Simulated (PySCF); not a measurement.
## Static response to an electric field

s-BuOMe, C5H12O.
Atom-mapped SMILES: `[CH3:1][CH2:2][C@H:3]([CH3:4])[O:5][CH3:6]` (hydrogens: H7, H8, H9 on C1; H10, H11 on C2; H12 on C3; H13, H14, H15 on C4; H16, H17, H18 on C6)

Structure used (GFN2-xTB), in Å, numbered top down from 1:
```xyz
18
C5H12O angstrom
C     -2.0123   -0.9861    0.1199
C     -1.3854    0.2842   -0.4408
C      0.1193    0.3513   -0.1622
C      0.6792    1.7332   -0.5117
O      0.7235   -0.6764   -0.9316
C      1.9989   -1.0688   -0.5045
H     -3.0646   -1.0414   -0.1478
H     -1.9297   -1.0069    1.2047
H     -1.5034   -1.8572   -0.2834
H     -1.5254    0.3127   -1.5221
H     -1.8660    1.1622   -0.0060
H      0.3001    0.1509    0.9083
H      0.4933    1.9489   -1.5609
H      1.7509    1.7765   -0.3332
H      0.1992    2.4928    0.0994
H      2.2778   -1.9217   -1.1211
H      2.7453   -0.2761   -0.6347
H      1.9905   -1.3717    0.5511
```

Level: wB97X-D/def2-SVPD (PySCF), static field, nuclei fixed, core orbitals frozen in the response. The polarisability tensor in these axes (au):

```
x   73.18 -0.11 -1.41
y   -0.11 69.04 -1.14
z   -1.41 -1.14 60.27
```

Q: Give the principal values, the mean and the anisotropy Δα = √{½[(α1 − α2)² + (α2 − α3)² + (α1 − α3)²]}.

A: Principal values 59.98, 69.18 and 73.33 au; mean 67.50 au = 10.00 Å³ = 11.13 × 10⁻⁴⁰ C²·m²/J; Δα = 11.84 au (18 % of the mean).

Q: What is the dipole moment, and where does it point?

A: (0.54, 0.56, 0.91) D, 1.20 D in size, pointing from the negative to the positive side. Measured along this direction, the outermost atoms are H7 at the negative end and H14 and H15 at the positive end.

Q: Rayleigh depolarisation ratio (linearly polarised light, static tensor)?

A: ρ = 3Δα²/(45ᾱ² + 4Δα²) = 420.2/(205015 + 560.3) = 0.00204.

Q: Form Σ f/ω² (atomic units) for the 8 lowest TDDFT singlets, given as eV and f, and set it beside the mean polarisability, which is this sum over all singlets: 7.46, 0.0099; 8.29, 0.0065; 8.33, 0.0454; 8.50, 0.0179; 8.90, 0.0083; 8.97, 0.0120; 9.38, 0.0021; 9.46, 0.0124.

A: They add up to 1.18 au, 1.7 % of the 67.50 au; the largest single term is 0.48 au, from the state at 8.33 eV. Terms in order: 0.13, 0.07, 0.48, 0.18, 0.08, 0.11, 0.02, 0.10 au. Higher excitations give the rest. The strengths listed sum to 0.115.

Q: Find the Langevin capture rate constant for H3O+ (19.018 u) meeting this molecule (88.089 u), k = 2.342 × 10⁻⁹ cm³/s × √(α in Å³ / reduced mass in u).

A: The reduced mass is 15.64 u, so k = 1.87 × 10⁻⁹ cm³/s. The formula leaves out the permanent dipole, which adds to the capture rate.

Q: What would n − 1 = 2πNα be for an ideal gas of these molecules at 273.15 K and 1 atm, electronic part alone?

A: N = p/kT = 2.6868 × 10¹⁹ cm⁻³, so n − 1 = 2π × N × 10.00 × 10⁻²⁴ cm³ = 1689 × 10⁻⁶ at long wavelengths, for an ideal gas.

Q: What are the principal values of the traceless quadrupole moment, Θ = ½Σq(3rr − r²1), about the centre of nuclear charge?

A: -1.93, -1.68, 3.62 D·Å. The values depend on the origin, since the dipole doesn't vanish. The electronic extent ⟨r²⟩ about the same centre is 740 bohr², a root-mean-square distance of 2.04 Å for the 50 electrons.

Geometry: GFN2-xTB, one conformer, isolated molecule.
